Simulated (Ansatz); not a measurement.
C2H3FO, SMILES `C=C(O)F`, relaxed with RKS PBE-D4/def2-SVP in Ansatz 0.2.0 from a rough embedded geometry. The force threshold is 0.03 eV/Å; the program also tests the step.

Charge 0, multiplicity 1.

Start:

```xyz
7

C     0.746    0.650   -0.036
C    -0.306   -0.051   -0.010
O    -0.241   -1.358    0.264
F    -1.519    0.448   -0.288
H     0.717    1.761   -0.277
H     1.782    0.259    0.131
H    -1.179   -1.710    0.215
```

Question: How much energy does the relaxation release, and in how many steps? (Best estimate.)

Answer: Computed: 0.36 eV, in 5 steps.

Question: Which bonds change most? (Estimate.)

Answer: Ansatz gave: C1–C2 from 1.264 to 1.341 Å; C1–H5 from 1.137 to 1.095 Å; O3–H7 from 1.003 to 0.976 Å; C1–H6 from 1.120 to 1.096 Å.

Question: Give the relaxed structure. (Best estimate.)

Answer: Computed: 
```xyz
7

C     0.810    0.710   -0.054
C    -0.277   -0.076   -0.016
O    -0.293   -1.393    0.260
F    -1.517    0.403   -0.260
H     0.701    1.774   -0.289
H     1.796    0.279    0.150
H    -1.220   -1.696    0.209
```
